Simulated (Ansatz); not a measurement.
SeBr⁻, singlet: the ladder up to RCCSDT(Q)

Geometry: a PBE0/def2-TZVPD stationary point for this spin.

```xyz
2

Se    0.0000    0.0000    0.0000
Br    0.0000    0.0000    2.3810
```

Basis aug-cc-pVDZ; Ansatz 0.2.0. Only valence electrons are correlated (noble-gas cores and the filled d shells of p-block atoms frozen), which leaves 14 electrons in 44 orbitals. R marks a restricted (for open shells ROHF) determinant. Active spaces: valence = (14e, 8o) chosen from the atoms' valence shells. No spin–orbit coupling is included, and no scalar relativity.

Full CI isn't at hand for all of this; RCCSDT(Q) serves as the reference, and is uncertain by the last step of the cluster series or more.

- UHF ⟨S²⟩: 0.000
- T1 diagnostic (RCCSD): 0.0131
- largest doubles amplitude (RCCSD): 0.058

| level | E − E(RHF) (eV) |
| --- | --- |
| RMP2 | -6.6316 |
| RCCSD | -7.2528 |
| RCCSD(T) | -7.4886 |

Task: Estimate how far RCCSDT(Q) in aug-cc-pVDZ lies from RCCSD(T). The table doesn't fix it; the size of (T) and the diagnostics are the guide.

Result: RCCSDT(Q) in aug-cc-pVDZ lies 0.92 kcal/mol below RCCSD(T), which is 17 % of the (T) step (-5.44 kcal/mol). The diagnostics are small and one determinant leads, so the series closes fast and only a small part of (T) is left.

The other levels:

```json
{"level": "CISD", "E − E(RCCSDT(Q)) (kcal/mol)": "22.32", "share of correlation (%)": "87.14", "wall time": "6.5 s"}
{"level": "BCCD(T)", "E − E(RCCSDT(Q)) (kcal/mol)": "0.91", "share of correlation (%)": "99.47", "wall time": "7 s"}
{"level": "RCCSDT", "E − E(RCCSDT(Q)) (kcal/mol)": "0.49", "share of correlation (%)": "99.72", "wall time": "–"}
{"level": "CASSCF (valence space)", "E − E(RCCSDT(Q)) (kcal/mol)": "162.95", "share of correlation (%)": "6.14", "wall time": "–"}
{"level": "NEVPT2 (valence space)", "E − E(RCCSDT(Q)) (kcal/mol)": "37.13", "share of correlation (%)": "78.61", "wall time": "8.5 s"}
{"level": "MRCISD (valence space)", "E − E(RCCSDT(Q)) (kcal/mol)": "19.19", "share of correlation (%)": "88.95", "wall time": "–"}
{"level": "MRCISD+Q (valence space)", "E − E(RCCSDT(Q)) (kcal/mol)": "2.62", "share of correlation (%)": "98.49", "wall time": "10 s"}
```

The correlation energy at RCCSDT(Q), counted from RHF, is -7.528 eV. That run took 23 s on 1 thread of Arm Neoverse V1, shared host.

Times hold each run's SCF and search for its determinant on a shared host, so for small cases they say little of a method's own cost; they ran on 1 thread of Arm Neoverse V1. Some runs computed forces too.

Natural occupations of CASSCF (valence space) about the gap: 2.000 1.998 1.998 1.997 1.964 0.043; effectively unpaired electrons, Σ n²(2−n)², 0.01.
